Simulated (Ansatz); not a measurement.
# AlClH4O: the cost of one run

Method: RKS PBE0-D4/def2-SVP, in Ansatz 0.2.0.

**1. The starting structure**

Bond lengths: Al1–O2 2.130 Å, O2–H3 1.010 Å, Al1–H4 1.560 Å, Al1–H5 1.560 Å, Al1–Cl6 2.530 Å. Angles: Al1–O2–H3 109.5°, O2–Al1–H4 120.0°, O2–Al1–H5 120.0°, O2–Al1–Cl6 71.6°, H4–Al1–H5 120.0°, H4–Al1–Cl6 96.8°, H5–Al1–Cl6 101.3°.

Structure file:

```xyz
7

Al    0.0000    0.0000    0.0000
O     0.0000    0.0000    2.1300
H    -0.9095   -0.2814    2.4671
H     1.3510    0.0000   -0.7800
H    -1.3510    0.0000   -0.7800
Cl    0.1134    2.3983    0.7978
H     0.0597    1.2630    1.9417
```

**2. Pulling towards end A**

Springs on the bonds that form and break draw the guess towards this end; the thresholds are loose.

The input, input.yaml:

```yaml
crystal:
  periodic: [false, false, false]
  atoms:
    - { symbol: Al, position_ang: [0.0, 0.0, 0.0] }
    - { symbol: O, position_ang: [0.0, 0.0, 2.13] }
    - { symbol: H, position_ang: [-0.9095, -0.2814, 2.4671] }
    - { symbol: H, position_ang: [1.351, 0.0, -0.78] }
    - { symbol: H, position_ang: [-1.351, 0.0, -0.78] }
    - { symbol: Cl, position_ang: [0.1134, 2.3983, 0.7978] }
    - { symbol: H, position_ang: [0.0597, 1.263, 1.9417] }
basis:
  gaussian: { orbitals: def2-SVP }
hamiltonian:
  xc: pbe0
  dispersion: d4
relax:
  f_tol: 0.15
  max_steps: 25
  restrain:
    - { distance: [0, 5], at: 3.43, k: 30.0 }
    - { distance: [6, 1], at: 2.21, k: 30.0 }
    - { distance: [0, 1], at: 1.78, k: 30.0 }
    - { distance: [6, 5], at: 1.37, k: 30.0 }
```

On the command line:

```
> ansatz run input.yaml --threads 1 --pin off --max-ram 2048MiB --backend cpu --events-out ev --progress --plain --runs-dir out
```

**Question.** How long does this run take on 1 thread of Arm Neoverse V1, shared host, and how much memory does it need?

About 21 s, with a peak of 0.14 GiB.
